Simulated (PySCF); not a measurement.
Reaction (SMILES): P (PH3) + H+ → [PH4+]
B3LYP-D3(BJ)/def2-TZVP geometries, fixed; electronic energies without zero-point terms; positive where energy is released.
Largest species:
```xyz
5

P      0.0000     0.0000     0.0000
H      0.0115     1.3163    -0.4706
H      1.1354    -0.6707    -0.4639
H     -1.1473    -0.6505    -0.4634
H      0.0003     0.0049     1.3979
```
Charge +1, spin multiplicity 1.

Effect of the atomic grid (radial, angular points) at B3LYP/def2-SVP with PySCF, against the last row, where the proton affinity is 192.85 kcal/mol.

| setting | grid points, largest species | largest shift of a total energy (mEh) | shift of the proton affinity (kcal/mol) |
|---|---|---|---|
| atom_grid: 30, 110, unpruned | 16504 | 0.142 | 0.026 |
| atom_grid: 50, 194, unpruned | 48504 | 0.002 | 0.001 |
| atom_grid: 75, 302, unpruned | 113256 | 0.001 | 0.001 |
| atom_grid: 99, 590, unpruned | 292056 | 0.000 | 0.000 |
| atom_grid: 150, 974, unpruned | 730504 | 0.000 | 0.000 |

Within 0.02 kcal/mol in the proton affinity: atom_grid: 50, 194, unpruned; atom_grid: 75, 302, unpruned; atom_grid: 99, 590, unpruned. The largest shift is 0.142 mEh in a total energy and 0.026 kcal/mol in the difference.
